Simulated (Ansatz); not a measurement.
Input file:

```yaml
crystal:
  periodic: [false, false, false]
  atoms:
    - {symbol: H, position_ang: [0.000000, 0.000000, -0.958667]}
    - {symbol: H, position_ang: [0.000000, 0.000000, -0.048667]}
    - {symbol: O, position_ang: [0.000000, 0.000000, 1.007333]}
basis:
  gaussian: {orbitals: 6-31G}
magnetization: {spin_polarized: true, initial_magnetization: 2}
correlation: {method: ccsdt_q, electrons: outside_noble_gas}
```

```sh
$ ansatz run in.yaml --threads 1 --pin off --events-out ev --progress --plain --max-ram 2393MiB
```

Output:

```
210 factors; integrals over basis functions are off by at most 2.8e-8 eV
mean field evaluation 1: about -2062.9608 eV, gradient 8.8e0 eV
mean field evaluation 2: about -2062.9665 eV, gradient 8.8e0 eV
mean field evaluation 4: about -2063.5721 eV, gradient 1.5e0 eV
mean field evaluation 8: about -2063.5918 eV, gradient 2.0e-4 eV
mean field evaluation 16: about -2063.5673 eV, gradient 1.5e0 eV
mean field evaluation 32: about -2061.5234 eV, gradient 3.5e-5 eV
mean field evaluation 64: about -2063.5918 eV, gradient 1.0e-4 eV
mean field evaluation 96: about -2061.5234 eV, gradient 2.2e-6 eV
mean field -2063.59181314 eV, -75.8356003800 hartree, gradient 1.1e-6 eV, S^2 2.035396; 5 other end points of the search recorded, 0 dependent functions left out
determinant -2063.59181314 eV, -75.8356003800 hartree, with singles and doubles -2066.34440454 eV, -75.9367562483 hartree
determinant -2061.52339366 eV, -75.7595873662 hartree, with singles and doubles -2063.69178684 eV, -75.8392743460 hartree
1 core orbitals not correlated: weight in the atoms' cores, before any rotation towards them, 1.000 or more for the frozen orbitals, at most 0.000 for the correlated occupied ones
reference -2063.59181314 eV, -75.8356003800 hartree; 5, 3 occupied and 7, 9 virtual orbitals, 210 factors
second order -2.36835542 eV of doubles, -0.00000000 eV of singles
cycle   1  -2.58607158 eV  change   -2.2e-1 eV  update   4.2e-2
cycle   2  -2.74210464 eV  change   -1.6e-1 eV  update   2.0e-2
cycle   3  -2.77867052 eV  change   -3.7e-2 eV  update   7.8e-3
cycle   4  -2.77898383 eV  change   -3.1e-4 eV  update   2.5e-3
cycle   5  -2.77891334 eV  change    7.0e-5 eV  update   8.1e-4
cycle   6  -2.77897888 eV  change   -6.6e-5 eV  update   3.8e-4
cycle   7  -2.77900061 eV  change   -2.2e-5 eV  update   1.6e-4
cycle   8  -2.77901144 eV  change   -1.1e-5 eV  update   6.2e-5
cycle   9  -2.77900746 eV  change    4.0e-6 eV  update   2.0e-5
cycle  10  -2.77900147 eV  change    6.0e-6 eV  update   6.6e-6
cycle  11  -2.77900109 eV  change    3.8e-7 eV  update   2.4e-6
cycle  12  -2.77900077 eV  change    3.1e-7 eV  update   1.0e-6
cycle  13  -2.77900093 eV  change   -1.5e-7 eV  update   4.4e-7
perturbative correction -0.00544506 eV, -0.0002001024 hartree
Total energy: -2066.37625913 eV, -75.9379268827 hartree
```

For the same geometry and basis full CI lies 0.0 meV higher.

Ran on 1 thread of Arm Neoverse N1, shared host: 2.8 s wall, 0.12 GiB peak host memory.
